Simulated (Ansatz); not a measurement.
**HSiAl, triplet along the angle Al2-Si1-H3**

Starting geometry (PBE0/def2-TZVP stationary point for this spin, not checked as a minimum):

| atom | x (Å) | y (Å) | z (Å) |
| --- | --- | --- | --- |
| Si | 0.0000 | -0.0360 | 1.1654 |
| Al | 0.0000 | -0.0118 | -1.2249 |
| H | 0.0000 | 1.3177 | 0.3154 |

From there the angle named below is changed in its plane at fixed bond lengths, both arms turning rigidly about the middle atom; atoms are numbered as listed. Energies are in kcal/mol, counted from the starting geometry at the same level.

Basis 6-31G; Ansatz 0.2.0. Correlated methods freeze the noble-gas cores. R marks a restricted (for open shells ROHF) determinant, U an unrestricted one. Active spaces: valence = (8e, 9o) chosen from the atoms' valence shells.

Unrestricted rows (U) aren't spin-pure: their determinants' ⟨S²⟩ exceeds S(S+1) by up to 0.22, so they mix in states of higher spin. For open shells CISD is restricted-active-space CI with the open shells as a complete middle space. Runs in a small pair space aren't shown, since their orbitals change along the scan.

Full CI is exact within this basis and frozen core; it isn't the basis-set limit. The frozen core follows each run's orbitals, which can shift R against U totals by a few meV.

```csv
angle Al2-Si1-H3 (°),full CI,unpaired electrons (full CI),error UHF,error UMP2,error CISD,error RCCSD(T),error RCCSDT(Q),error MRCISD+Q(relaxed) (valence space)
57.3,0.0,2.09,0.0,0.0,0.0,0.0,0.0,0.0
72.1,-1.1,2.09,-0.2,0.2,-0.1,0.0,0.0,0.0
85.0,-1.3,2.10,-1.2,0.7,0.0,0.0,0.0,0.0
107.6,-1.8,2.11,-3.5,1.6,0.3,0.0,0.0,0.0
125.2,-1.7,2.12,-4.7,1.4,0.2,0.0,0.0,0.0
139.8,-1.1,2.12,-5.2,1.0,-0.1,-0.1,0.0,0.0
158.8,-0.1,2.11,-5.1,0.4,-0.6,-0.1,0.0,0.0
180.0,0.6,2.11,-4.6,-0.4,-0.9,-0.2,0.0,0.0
```

Unpaired electrons are Σ n²(2−n)² over natural occupations. Errors are those of relative energies. In total energy the starting point itself misses full CI by: UHF 59.4, UMP2 19.4, CISD 5.8, RCCSD(T) 0.8, RCCSDT(Q) 0.0, MRCISD+Q(relaxed) (valence space) -0.1 kcal/mol.

Spread of the error over the points with a reference, to 180.0 ° (largest less smallest): RCCSDT(Q) 0.0, MRCISD+Q(relaxed) (valence space) 0.0, RCCSD(T) 0.2, CISD 1.2, UMP2 2.1, UHF 5.2 kcal/mol.
